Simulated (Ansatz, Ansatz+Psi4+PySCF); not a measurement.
```xyz
6

C    -0.0479    1.1428    0.0000
S    -0.0479   -0.6515    0.0000
H     1.2831   -0.8099    0.0000
H    -1.0926    1.4548    0.0000
H     0.4323    1.5445    0.8923
H     0.4323    1.5445   -0.8923
```

Basis set: cc-pVTZ on H, C; cc-pV(T+d)Z on S (spherical functions). Left uncorrelated: 6 orbitals. Charge 0, multiplicity 1.

Computed with Ansatz (development build ahead of 0.2.0); each method stands on the lowest determinant of its kind that the runs found. Restricted open shells among the atoms or ions are ROHF, correlated in semicanonical orbitals with singles.

The atomization energy at this shape (free ground-state atoms in the same class of orbitals less the molecule, no zero-point energy) of singlet CH4S:

| method | atomization energy |
| --- | --- |
| RHF-CCSD(T) | 20.06 eV |
| RHF-MP2 | 20.05 eV |

(1) What does RHF give?

## Answers

(1) 15.48 eV.
